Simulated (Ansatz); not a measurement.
Input file:

```yaml
crystal:
  periodic: [false, false, false]
  atoms:
    - {symbol: Si, position_ang: [0.000000, 0.000000, 0.000000]}
    - {symbol: Si, position_ang: [0.000000, 0.000000, 7.661000]}
basis:
  gaussian: {orbitals: def2-SVP}
correlation: {active_space: {window: {electrons: 2, orbitals: 6}}}
output: {forces: true}
```

```sh
$ ansatz run in.yaml --threads 1 --pin off --events-out ev --progress --plain --max-ram 2393MiB
```

The program prints:

```
332 factors; integrals over basis functions are off by at most 1.2e-5 eV
mean field evaluation 1: about -15706.3443 eV, gradient 1.8e0 eV
mean field evaluation 2: about -15706.3443 eV, gradient 1.8e0 eV
mean field evaluation 4: about -15706.3620 eV, gradient 9.2e-2 eV
mean field evaluation 8: about -15706.3621 eV, gradient 9.5e-4 eV
mean field evaluation 16: about -15711.2824 eV, gradient 1.1e0 eV
mean field evaluation 32: about -15711.2792 eV, gradient 2.0e-1 eV
mean field evaluation 64: about -15711.2800 eV, gradient 1.6e-1 eV
mean field evaluation 96: about -15711.2827 eV, gradient 1.3e-6 eV
mean field evaluation 128: about -15711.2794 eV, gradient 3.7e-3 eV
mean field evaluation 160: about -15711.2906 eV, gradient 1.3e-2 eV
mean field evaluation 192: about -15711.2774 eV, gradient 1.1e0 eV
mean field evaluation 224: about -15706.3567 eV, gradient 1.3e-2 eV
mean field evaluation 256: about -15711.2795 eV, gradient 5.8e-4 eV
mean field -15711.29075460 eV, -577.3792857361 hartree, gradient 3.4e-10 eV, S^2 0.000000; 23 other end points of the search recorded, 0 dependent functions left out
reference -15711.29075460 eV, -577.3792857361 hartree; 14, 14 occupied and 22, 22 virtual orbitals, 332 factors
state -15712.23682178 eV, -577.4140530640 hartree
the calculation of the forces begins
Total energy: -15712.23682178 eV, -577.4140530640 hartree
Atom 0 at     0.000000     0.000000     0.000000 Å, force    -0.000000    -0.000000     0.004182 eV/Å
Atom 1 at     0.000000     0.000000     7.661000 Å, force     0.000000     0.000000    -0.004182 eV/Å
Dipole moment:    -0.067564    -0.026097    -0.005074 e Å
```

Forces (eV/Å):
```
Si   0.000  0.000  0.004
Si   0.000  0.000 -0.004
```

Ran on 1 thread of Arm Neoverse V1, shared host: 16 s wall, 0.2 GiB peak host memory.
